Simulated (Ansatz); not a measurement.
## Mixing energy, order and entropy in Ti7Al

All numbers below come from DFT PBE, scalar-relativistic, plane waves, PAW in Ansatz 0.2.0.

Settings: cutoff 420 eV, Γ-centred mesh 7×7×4 on the computed 16-atom cell, Gaussian smearing of 0.10 eV; no spin polarisation.

Cells of 16 atoms on a hcp lattice, 14 Ti, 2 Al, each occupation relaxed without symmetry on a coarser mesh and computed once more. α is the first-shell Warren–Cowley parameter of unlike pairs (negative: unlike neighbours in excess, 0: random). ΔH counts from the elements in their standard crystals. 1 further occupation drawn came out the same as one of these and is left out.

```
cell      α  ΔH (meV/atom) V (Å³/atom) rms shift from sites (Å)
   1   0.05            -95        17.17                      0.03
   2  -0.14           -109        17.13                      0.04
```

Q: Weigh the mixing energy against the ideal entropy.

A: Ideal mixing gives S = −k_B Σ x ln x = 0.377 k_B per atom (3.1 J/(mol K)), worth 32 meV/atom at 1000 K. The cell nearest to random, 1, has ΔH = -95 meV/atom. It is already below the pure elements, so the rivals are ordered compounds, not the elements: strong attraction usually means ordering on cooling. ΔH includes the cost of putting the elements on this lattice where they prefer another, and what the coarser relaxation leaves, which can only raise it; vibrational entropy is left out.

Q: Does the alloy prefer like or unlike neighbours?

A: Across α from -0.14 to 0.05 the energy spans 14 meV/atom, a slope of 73 meV/atom per unit of α. Lower α is lower in energy: unlike neighbours are favoured, a tendency to order, which fits the negative ΔH. With 2 cells this is a hint: farther shells and local relaxation also differ between them.

The final mesh leaves forces up to 0.03 eV/Å and stresses up to 0.1 GPa.

Cost: 5 runs of about 26 core-minutes in all (earlier runs that led there not counted), on Intel Xeon Platinum 8375C (Ice Lake) (shared hosts).